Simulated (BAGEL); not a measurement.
**C2H3F3O (2,2,2-trifluoroethanol): levels of theory compared**

We compute a comparison of 3 runs (B3LYP/6-31G*, PBE0/6-31G*, RI-MP2/6-31G*) of C2H3F3O (2,2,2-trifluoroethanol). 

The results are computed with BAGEL 1.2.2.

1 further run of the same task is left out (set aside as unsound or not needed). Runs told in other sessions of the task aren't counted.

## (1) The system as given

C2H3F3O has 9 atoms, charge 0, and is taken as a singlet. As SMILES, `OCC(F)(F)F`. The coordinates come from a PBE0-D4/def2-TZVP relaxation. This is one conformer, not always the lowest.

Bond lengths: O1–C2 1.395 Å, C2–C3 1.515 Å, C3–F4 1.332 Å, C3–F5 1.345 Å, C3–F6 1.338 Å, O1–H7 0.962 Å, C2–H8 1.091 Å, C2–H9 1.097 Å. Some angles: O1–C2–C3 112.2°, C2–C3–F4 112.6°, C2–C3–F5 110.7°, C2–C3–F6 110.5°, F4–C3–F5 107.3°, F4–C3–F6 107.9°, F5–C3–F6 107.6°, O1–C2–H8 107.8°, O1–C2–H9 113.2°, C3–C2–H8 107.8°.

## (2) A single-point energy at B3LYP/6-31G(d) (density fitting with cc-pvqz-jkfit, spherical functions) (run 1)

input.json

```json
{ "bagel" : [

{
  "title" : "molecule",
  "basis" : "6-31gs.json",
  "df_basis" : "cc-pvqz-jkfit",
  "angstrom" : "true",
  "geometry" : [
    { "atom" : "O", "xyz" : [    0.266530,   -1.505850,   -0.522220 ] },
    { "atom" : "C", "xyz" : [    0.133530,   -0.525950,    0.461010 ] },
    { "atom" : "C", "xyz" : [   -0.345850,    0.793870,   -0.107260 ] },
    { "atom" : "F", "xyz" : [   -1.549160,    0.702470,   -0.671030 ] },
    { "atom" : "F", "xyz" : [    0.503280,    1.241540,   -1.049190 ] },
    { "atom" : "F", "xyz" : [   -0.410400,    1.722300,    0.853640 ] },
    { "atom" : "H", "xyz" : [    0.947650,   -1.231740,   -1.143270 ] },
    { "atom" : "H", "xyz" : [   -0.612860,   -0.871420,    1.177610 ] },
    { "atom" : "H", "xyz" : [    1.067280,   -0.325240,    1.000710 ] }
  ]
},
{ "title" : "ks", "xc_func" : "b3lyp" },
{ "title" : "print", "file" : "orbitals.molden", "orbitals" : "true" }

]}
```

The basis set 6-31G* is read from a file made from the Basis Set Exchange's data (not shown).

On the command line:

```bash
BAGEL_NUM_THREADS=1 BAGEL input.json > input.out
```

The program printed:

```text
* using 1 threads per process

  ===============================================================
  ===============================================================

  *** Geometry ***

  { "atom" : "O", "xyz" : [      0.503669,     -2.845644,     -0.986853 ] },
  { "atom" : "C", "xyz" : [      0.252335,     -0.993901,      0.871183 ] },
  { "atom" : "C", "xyz" : [     -0.653562,      1.500197,     -0.202692 ] },
  { "atom" : "F", "xyz" : [     -2.927488,      1.327476,     -1.268063 ] },
  { "atom" : "F", "xyz" : [      0.951061,      2.346171,     -1.982682 ] },
  { "atom" : "F", "xyz" : [     -0.775544,      3.254675,      1.613146 ] },
  { "atom" : "H", "xyz" : [      1.790799,     -2.327651,     -2.160467 ] },
  { "atom" : "H", "xyz" : [     -1.158138,     -1.646745,      2.225360 ] },
  { "atom" : "H", "xyz" : [      2.016867,     -0.614615,      1.891068 ] },

  Number of auxiliary basis functions:      789

  Since a DF basis is specified, we compute 2- and 3-index integrals:
    o Being stored without compression. Storage requirement is 0.051 GB

  Number of basis functions:       90
  Number of electrons      :       50

    * METHOD: MOLECULE                             0.80

  *** Kohn-Sham DFT ***

    * Removing 18354 points whose weight is below 1.00e-10
    * Grid points: 115800

  === Nuclear Repulsion ===
   274.6013822678

       - DIIS with orbital gradients will be used.

  === KS iteration (b3lyp / 6-31gs.json) ===
      0       -405.17816853          0.15969126           0.63
      1       -265.66316678          0.20344785           0.61
      2       -370.30147528          0.17478659           0.61
      3       -434.56104254          0.13134533           0.61
      4       -450.51895934          0.06074346           0.61
      5       -452.24430725          0.03219049           0.61
      6       -452.67282142          0.01252614           0.61
      7       -452.71641809          0.00755879           0.61
      8       -452.73974388          0.00407652           0.61
      9       -452.74879909          0.00071874           0.61
     10       -452.74907868          0.00018238           0.61
     11       -452.74909486          0.00007525           0.60
     12       -452.74909746          0.00002627           0.61
     13       -452.74909778          0.00000548           0.60
     14       -452.74909779          0.00000353           0.61
     15       -452.74909780          0.00000120           0.61
     16       -452.74909780          0.00000017           0.60
     17       -452.74909780          0.00000008           0.60
     18       -452.74909780          0.00000003           0.60
     19       -452.74909780          0.00000001           0.60
     20       -452.74909780          0.00000000           0.61
    * SCF iteration converged.

    * Permanent dipole moment:
           (   -0.557975,     0.132325,    -0.209552) a.u.

    * METHOD: KS                                  13.36

    * METHOD: PRINT                                0.01

  ===============================================================
```

Run time: 14 s. Hardware: 1 thread of Arm Neoverse V2, shared host; peak memory 0.52 GiB.

## (3) The energy at PBE0/6-31G(d) (density fitting with cc-pvqz-jkfit, spherical functions) (run 2)

input.json: that of step 2 with these lines changed.

```diff
@@ -6,3 +6,3 @@
   "df_basis" : "cc-pvqz-jkfit",
-  "angstrom" : "true",
+  "angstrom" : true,
   "geometry" : [
@@ -19,4 +19,4 @@
 },
-{ "title" : "ks", "xc_func" : "b3lyp" },
-{ "title" : "print", "file" : "orbitals.molden", "orbitals" : "true" }
+{ "title" : "ks", "xc_func" : "pbe0" },
+{ "title" : "print", "file" : "orbitals.molden", "orbitals" : true }
```

The basis set 6-31G* is read from a file made from the Basis Set Exchange's data (not shown).

On the command line:

```bash
BAGEL_NUM_THREADS=1 BAGEL input.json > input.out
```

The program printed:

```text
* using 1 threads per process

  ===============================================================
  ===============================================================

  *** Geometry ***

  { "atom" : "O", "xyz" : [      0.503669,     -2.845644,     -0.986853 ] },
  { "atom" : "C", "xyz" : [      0.252335,     -0.993901,      0.871183 ] },
  { "atom" : "C", "xyz" : [     -0.653562,      1.500197,     -0.202692 ] },
  { "atom" : "F", "xyz" : [     -2.927488,      1.327476,     -1.268063 ] },
  { "atom" : "F", "xyz" : [      0.951061,      2.346171,     -1.982682 ] },
  { "atom" : "F", "xyz" : [     -0.775544,      3.254675,      1.613146 ] },
  { "atom" : "H", "xyz" : [      1.790799,     -2.327651,     -2.160467 ] },
  { "atom" : "H", "xyz" : [     -1.158138,     -1.646745,      2.225360 ] },
  { "atom" : "H", "xyz" : [      2.016867,     -0.614615,      1.891068 ] },

  Number of auxiliary basis functions:      789

  Since a DF basis is specified, we compute 2- and 3-index integrals:
    o Being stored without compression. Storage requirement is 0.051 GB

  Number of basis functions:       90
  Number of electrons      :       50

    * METHOD: MOLECULE                             0.79

  *** Kohn-Sham DFT ***

    * Removing 18354 points whose weight is below 1.00e-10
    * Grid points: 115800

  === Nuclear Repulsion ===
   274.6013822678

       - DIIS with orbital gradients will be used.

  === KS iteration (pbe0 / 6-31gs.json) ===
      0       -404.77519794          0.15936243           0.61
      1       -267.53490303          0.20356967           0.59
      2       -370.31504825          0.17523117           0.58
      3       -434.61636216          0.12912603           0.59
      4       -450.19548493          0.05946589           0.58
      5       -451.87166446          0.02926278           0.58
      6       -452.20600097          0.01405341           0.58
      7       -452.25843241          0.00919284           0.59
      8       -452.29853832          0.00405790           0.59
      9       -452.30711493          0.00075443           0.59
     10       -452.30740146          0.00023433           0.59
     11       -452.30742641          0.00010351           0.59
     12       -452.30743185          0.00002244           0.59
     13       -452.30743208          0.00000664           0.60
     14       -452.30743210          0.00000402           0.59
     15       -452.30743210          0.00000113           0.59
     16       -452.30743211          0.00000020           0.59
     17       -452.30743211          0.00000011           0.59
     18       -452.30743211          0.00000003           0.59
     19       -452.30743210          0.00000001           0.59
    * SCF iteration converged.

    * Permanent dipole moment:
           (   -0.566824,     0.131875,    -0.217851) a.u.

    * METHOD: KS                                  12.40

    * METHOD: PRINT                                0.01

  ===============================================================
```

Wall time 14 s (1 thread of Arm Neoverse V2, shared host); peak memory 0.52 GiB.

## (4) The energy at RI-MP2/6-31G(d) (density fitting with cc-pvqz-jkfit, spherical functions) (run 3)

mp2.json

```json
{ "bagel": [

{
  "title": "molecule",
  "basis": "6-31gs.json",
  "df_basis": "cc-pvqz-jkfit",
  "angstrom": true,
  "geometry": [
    { "atom": "O", "xyz": [    0.266530,   -1.505850,   -0.522220 ] },
    { "atom": "C", "xyz": [    0.133530,   -0.525950,    0.461010 ] },
    { "atom": "C", "xyz": [   -0.345850,    0.793870,   -0.107260 ] },
    { "atom": "F", "xyz": [   -1.549160,    0.702470,   -0.671030 ] },
    { "atom": "F", "xyz": [    0.503280,    1.241540,   -1.049190 ] },
    { "atom": "F", "xyz": [   -0.410400,    1.722300,    0.853640 ] },
    { "atom": "H", "xyz": [    0.947650,   -1.231740,   -1.143270 ] },
    { "atom": "H", "xyz": [   -0.612860,   -0.871420,    1.177610 ] },
    { "atom": "H", "xyz": [    1.067280,   -0.325240,    1.000710 ] }
  ]
},
{ "title": "hf" },
{ "title": "mp2", "ncore": 6 }

]}
```

The basis set 6-31G* is read from a file made from the Basis Set Exchange's data (not shown).

On the command line:

```bash
BAGEL_NUM_THREADS=1 BAGEL mp2.json > mp2.out
```

The program printed:

```text
* using 1 threads per process

  ===============================================================
  ===============================================================

  *** Geometry ***

  { "atom" : "O", "xyz" : [      0.503669,     -2.845644,     -0.986853 ] },
  { "atom" : "C", "xyz" : [      0.252335,     -0.993901,      0.871183 ] },
  { "atom" : "C", "xyz" : [     -0.653562,      1.500197,     -0.202692 ] },
  { "atom" : "F", "xyz" : [     -2.927488,      1.327476,     -1.268063 ] },
  { "atom" : "F", "xyz" : [      0.951061,      2.346171,     -1.982682 ] },
  { "atom" : "F", "xyz" : [     -0.775544,      3.254675,      1.613146 ] },
  { "atom" : "H", "xyz" : [      1.790799,     -2.327651,     -2.160467 ] },
  { "atom" : "H", "xyz" : [     -1.158138,     -1.646745,      2.225360 ] },
  { "atom" : "H", "xyz" : [      2.016867,     -0.614615,      1.891068 ] },

  Number of auxiliary basis functions:      789

  Since a DF basis is specified, we compute 2- and 3-index integrals:
    o Being stored without compression. Storage requirement is 0.051 GB

  Number of basis functions:       90
  Number of electrons      :       50

    * METHOD: MOLECULE                             0.80

  *** RHF ***

  === Nuclear Repulsion ===
   274.6013822678

      * DIIS with orbital gradients will be used.

  === RHF iteration (6-31gs.json) ===
      0       -450.32445833          0.02479741           0.21
      1       -450.53705648          0.01627158           0.21
      2       -450.65601464          0.00143900           0.21
      3       -450.65779714          0.00030448           0.21
      4       -450.65787452          0.00008587           0.21
      5       -450.65788304          0.00002435           0.21
      6       -450.65788363          0.00001105           0.21
      7       -450.65788373          0.00000248           0.21
      8       -450.65788374          0.00000094           0.21
      9       -450.65788374          0.00000031           0.21
     10       -450.65788374          0.00000009           0.21
     11       -450.65788374          0.00000003           0.21
     12       -450.65788374          0.00000001           0.21
     13       -450.65788374          0.00000001           0.21
    * SCF iteration converged.

    * Permanent dipole moment:
           (   -0.630092,     0.178822,    -0.304936) a.u.

    * METHOD: HF                                   3.27

  *** RHF ***

  === Nuclear Repulsion ===
   274.6013822678

      * DIIS with orbital gradients will be used.

  === RHF iteration (6-31gs.json) ===
      0       -450.65788374          0.00000000           0.21
    * SCF iteration converged.

    * Permanent dipole moment:
           (   -0.630092,     0.178822,    -0.304936) a.u.

  === DF-MP2 calculation ===

    * freezing 6 orbitals
    * 3-index integral transformation done
    * assembly done

      MP2 correlation energy:   -0.9331291826      0.19

      MP2 total energy:       -451.5910129214

    * METHOD: MP2                                  0.63

  ===============================================================
```

It took 5.1 s on 1 thread of Arm Neoverse V2, shared host; peak memory 0.18 GiB.

## (5) Overview of the runs

| run | level | frozen core orbitals | energy (Eh) | dipole moment (D) | HOMO energy (eV) | LUMO energy (eV) | wall time |
| --- | --- | --- | --- | --- | --- | --- | --- |
| 1 | B3LYP/6-31G* (density fitting with cc-pvqz-jkfit, spherical functions) | – | -452.749098 | 1.55 | -8.07 | 1.75 | 14 s |
| 2 | PBE0/6-31G* (density fitting with cc-pvqz-jkfit, spherical functions) | – | -452.307432 | 1.58 | -8.40 | 2.13 | 14 s |
| 3 | RI-MP2/6-31G* (density fitting with cc-pvqz-jkfit, spherical functions) | 6 | -451.591013 | – | – | – | 5.1 s |

## (6) Outcome

| quantity | value |
| --- | --- |
| run 3: total energy | -451.59101 Eh |
| run 3: correlation energy (6 core orbitals frozen) | -933.1 mEh |

**Reading.** Totals of different functionals can't be ranked against each other. All runs together took 33 s, the longest 14 s.
